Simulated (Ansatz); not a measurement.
## [OF2]+ (SMILES F[O+]F): where methods fail along a bond

[OF2]+ has 3 atoms, charge +1, and is taken as a doublet. SMILES: `F[O+]F`. The shape is that of a PBE0-D4/def2-TZVP optimisation.

```xyz
3

F     0.9202   -0.3090    0.4734
O     0.0006    0.5052    0.0557
F    -0.9208   -0.1962   -0.5291
```

The F1–O2 distance is scanned; the parts on either side stay rigid. Basis STO-3G, 3 core orbitals frozen in the correlated methods; program Ansatz 0.2.0. FCI is exact within this basis and core. Energies in eV from each method's value at 1.297 Å; open shells run as named; a dash marks a point that is missing or didn't converge. The shape above is that at 1.297 Å.

```json
{"distance (Å)": "1.287", "U-revPBE": "0.17", "U-r2SCAN": "0.16", "UPBE0": "0.13", "U-wB97M-V": "0.14", "UCCSDT(Q)": "0.16", "UCCSDTQ": "0.16", "FCI": "0.16"}
{"distance (Å)": "1.297", "U-revPBE": "0.00", "U-r2SCAN": "0.00", "UPBE0": "0.00", "U-wB97M-V": "0.00", "UCCSDT(Q)": "0.00", "UCCSDTQ": "0.00", "FCI": "0.00"}
{"distance (Å)": "1.609", "U-revPBE": "0.01", "U-r2SCAN": "0.33", "UPBE0": "0.68", "U-wB97M-V": "0.73", "UCCSDT(Q)": "0.15", "UCCSDTQ": "0.15", "FCI": "0.15"}
{"distance (Å)": "1.622", "U-revPBE": "0.00", "U-r2SCAN": "0.33", "UPBE0": "0.70", "U-wB97M-V": "0.74", "UCCSDT(Q)": "0.13", "UCCSDTQ": "0.12", "FCI": "0.13"}
{"distance (Å)": "1.931", "U-revPBE": "1.30", "U-r2SCAN": "1.38", "UPBE0": "1.50", "U-wB97M-V": "–", "UCCSDT(Q)": "–", "UCCSDTQ": "–", "FCI": "1.12"}
{"distance (Å)": "1.946", "U-revPBE": "1.29", "U-r2SCAN": "1.36", "UPBE0": "1.48", "U-wB97M-V": "–", "UCCSDT(Q)": "–", "UCCSDTQ": "–", "FCI": "1.09"}
{"distance (Å)": "2.574", "U-revPBE": "1.82", "U-r2SCAN": "1.74", "UPBE0": "1.92", "U-wB97M-V": "–", "UCCSDT(Q)": "1.36", "UCCSDTQ": "–", "FCI": "1.37"}
{"distance (Å)": "2.595", "U-revPBE": "1.78", "U-r2SCAN": "1.72", "UPBE0": "1.91", "U-wB97M-V": "–", "UCCSDT(Q)": "–", "UCCSDTQ": "–", "FCI": "1.34"}
{"distance (Å)": "3.218", "U-revPBE": "1.86", "U-r2SCAN": "1.79", "UPBE0": "2.04", "U-wB97M-V": "–", "UCCSDT(Q)": "1.38", "UCCSDTQ": "–", "FCI": "1.40"}
{"distance (Å)": "3.243", "U-revPBE": "1.82", "U-r2SCAN": "–", "UPBE0": "2.02", "U-wB97M-V": "–", "UCCSDT(Q)": "1.35", "UCCSDTQ": "–", "FCI": "1.36"}
```

Departure from the FCI curve at its largest: U-revPBE +0.47 eV at 3.22 Å; U-r2SCAN +0.40 eV at 3.22 Å; UPBE0 +0.66 eV at 3.24 Å; U-wB97M-V +0.62 eV at 1.62 Å; UCCSDT(Q) -0.02 eV at 2.57 Å; UCCSDTQ within 0.005 eV. For the functionals part of the departure is owed to the small basis.
